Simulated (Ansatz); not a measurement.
## Voigt–Reuss–Hill bulk modulus of rock-salt BaO at several levels of theory

No measured value is used here.

```
level (code)                   value (GPa)  cell (Å³/atom)
-----------------------------  -----------  --------------
B3LYP (VWN-RPA form) (Ansatz)          ___           21.95
LC-ωPBE (Ansatz)                      77.7           21.10
Hartree–Fock (Ansatz)                 72.6           22.38
```

### Question
Fill in the missing entries.

### Answer

- B3LYP (VWN-RPA form) (Ansatz, a program for electronic structure), value (GPa): 70.5

Each level is taken at its own relaxed cell. Ansatz's density-functional and Hartree–Fock values are scalar-relativistic unless marked +SOC, with PAW data made under PBE.
